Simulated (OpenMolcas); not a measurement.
# C2HF (fluoroacetylene) at BMK/cc-pVTZ

Aim: the vertical electron affinity of C2HF (fluoroacetylene) at BMK/cc-pVTZ, from 2 runs. 

Program for the calculation: OpenMolcas 26.06.

### 1 The structure to begin with

C2HF: 4 atoms, total charge 0, spin state singlet. SMILES: `C#CF`. Geometry: relaxed at GFN2-xTB.

Bond lengths: C1–C2 1.193 Å, C2–F3 1.283 Å, C1–H4 1.046 Å. Angles: C1–C2–F3 178.8°, C2–C1–H4 178.2°.

### 2 Energy and forces at BMK/cc-pVTZ

Contents of geom.xyz:

```xyz
4

C     -0.371340     0.450560    -0.298270
C      0.301510    -0.370980     0.244360
F      1.014170    -1.273690     0.813840
H     -0.944340     1.194110    -0.759930
```

Contents of job.input:

```
&GATEWAY
  BASLIB = $CurrDir
  COORD = geom.xyz
  BASIS = cc-pVTZ
  GROUP = NoSym

&SEWARD
  GRIDINPUT
  Grid=Fine
  End of Grid

&SCF
  KSDFT = 2
  1.0 HYB_MGGA_X_BMK
  1.0 GGA_C_BMK
  PRORBITALS = 0

&ALASKA
```

The basis set cc-pVTZ is read from a file made from the Basis Set Exchange's data (not shown).

The run is started by

```sh
$ export MOLCAS_MEM=1860
$ pymolcas job.input > job.log
```

Output:

```text
--- Start Module: gateway ---
[...]
--- Stop Module: gateway /rc=_RC_ALL_IS_WELL_ ---
[...]
      Basis functions          104
[...]
--- Start Module: scf ---
[...]
       Convergence after  13 Iterations
[...]
::    Total KS-DFT energy                            -176.5144987269
[...]
      Total spin, S                                     0.0000000000
[...]
      Total electronic charge=   22.000000
      Total            charge=   -0.000000
[...]
      Dipole Moment (debye):
      Origin of the operator (angstrom)=    0.3972   -0.5008    0.3192
                   X= -3.8234E-01               Y=  5.1572E-01               Z= -3.0819E-01           Total=  7.1213E-01
      Quadrupole Moment (debye*angstrom):
[...]
--- Stop Module: scf /rc=_RC_ALL_IS_WELL_ ---
[...]
--- Start Module: alaska ---
[...]
 *              Molecular gradients               *
 **************************************************
  Irreducible representation: a
 ------------------------------------------------------------------------------------------
                              X                       Y                       Z
 ------------------------------------------------------------------------------------------
  C1               -1.04746479823312E-02    1.16181112871203E-02   -8.50590052777811E-03
  C2               -6.02398169946605E-03    9.27478551251815E-03   -4.52205712716203E-03
  F3                9.50415564691642E-03   -1.24876430518839E-02    7.44464716148396E-03
  H4                6.99447403486220E-03   -8.40525374776790E-03    5.58331049349126E-03
 ------------------------------------------------------------------------------------------
--- Stop Module: alaska /rc=_RC_ALL_IS_WELL_ ---
[...]
```

Run time: 20 s. Hardware: 1 thread of Arm Neoverse V1, shared host; peak memory 0.59 GiB.

### 3 The doublet anion

geom.xyz is that of step 2.

Contents of job.input:

```
>>> EXPORT MOLCAS_PRINT=2

&GATEWAY
 BasLib=$CurrDir
 Coord=geom.xyz
 Basis=cc-pVTZ
 Group=NoSym

&SEWARD
 GridInput
 Grid=Fine
 End of Grid

&SCF
 UHF
 Charge=-1
 Spin=2
 KSDFT=2
 1.0 HYB_MGGA_X_BMK
 1.0 GGA_C_BMK
 PrOrbitals=0

&ALASKA
```

The basis set cc-pVTZ is read from a file made from the Basis Set Exchange's data (not shown).

The run is started by

```sh
$ export MOLCAS_MEM=1860
$ pymolcas job.input > job.log
```

Output:

```text
--- Start Module: gateway ---
[...]
--- Stop Module: gateway /rc=_RC_ALL_IS_WELL_ ---
[...]
      Basis functions          104
[...]
--- Start Module: scf ---
[...]
       Convergence after  20 Iterations
[...]
::    Total KS-DFT energy                            -176.3921553892
[...]
      Total spin, S                                     0.5003758826
[...]
      Total electronic charge=   23.000000
      Total            charge=   -1.000000
[...]
      Dipole Moment (debye):
      Origin of the operator (angstrom)=    0.3972   -0.5008    0.3192
                   X=  3.9094E+00               Y= -5.0488E+00               Z=  3.1407E+00           Total=  7.1160E+00
      Center of Charge (angstrom)
[...]
--- Stop Module: scf /rc=_RC_ALL_IS_WELL_ ---
[...]
--- Start Module: alaska ---
[...]
 *              Molecular gradients               *
 **************************************************
  Irreducible representation: a
 ------------------------------------------------------------------------------------------
                              X                       Y                       Z
 ------------------------------------------------------------------------------------------
  C1               -6.87901731309992E-03    4.93575160431803E-03   -5.49259006671754E-03
  C2                1.22452466381962E-02   -1.62291659107225E-02    8.20477505499362E-03
  F3               -2.67982077415923E-02    3.54900062013268E-02   -2.04414914451236E-02
  H4                2.14319784164411E-02   -2.41965918951778E-02    1.77293064569164E-02
 ------------------------------------------------------------------------------------------
--- Stop Module: alaska /rc=_RC_ALL_IS_WELL_ ---
[...]
```

Wall time 35 s (1 thread of Arm Neoverse V1, shared host); peak memory 0.59 GiB.

### 4 Summary of results

Level: BMK/cc-pVTZ.

| quantity | value |
| --- | --- |
| singlet C2HF: total energy | -176.51450 Eh |
| singlet C2HF: dipole moment | 0.71 D |
| singlet C2HF: HOMO energy | -9.11 eV |
| singlet C2HF: LUMO energy | 2.38 eV |
| singlet C2HF: HOMO–LUMO gap | 11.48 eV |
| singlet C2HF: largest force on an atom | 0.916 eV/Å |
| doublet anion: total energy | -176.39216 Eh |
| doublet anion: HOMO energy (highest over α and β) | 4.62 eV |
| doublet anion: LUMO energy (lowest over α and β) | 7.41 eV |
| doublet anion: ⟨S²⟩ | 0.751 |
| vertical electron affinity (to the doublet anion) | -3.329 eV |

In words: This program's gradients are faulty for this kind of reference, so any forces in the log (doublet anion) can't be trusted; the energy can. The anion lies 3.33 eV (321 kJ/mol) above the neutral: the electron isn't bound at this level, and such a value depends on the basis. Without diffuse functions anions come out too high. The largest force (singlet C2HF) is 0.92 eV/Å: the shape isn't a stationary point for this species at this level. Mulliken charges (doublet anion) run from -1.09 on H4 to +0.80 on C2; they depend strongly on the basis. The HOMO (doublet anion) lies at positive energy, 4.62 eV; only total energies tell whether the electron is bound.
